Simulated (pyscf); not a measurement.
Structures and frequencies: ωB97X-D3(BJ)/def2-SVP in PySCF.

Q: What is the homolytic dissociation enthalpy (298 K, ωB97M-D3(BJ)/def2-TZVP) of the Cl–Ti bond of HO–Ti(F)(F)–Cl, to [HO–Ti(F)–F]• + Cl•?

A: Cl–Ti to [HO–Ti(F)–F]• + Cl•: 89.5 kcal/mol. The 7 functionals that were run give +85.2 (M06-2X) to +102.4 kcal/mol (PBE). The radicals are drawn with the spin at the cut bond; how far it spreads was not checked. Other isomers of [HO–Ti(F)–F]• were not searched in full and may lie lower. Left out: the spin-orbit lowering of Cl. Open-shell species with a d-block atom are single-reference here; other states, and whether the spin sits on metal or ligand, were not checked.
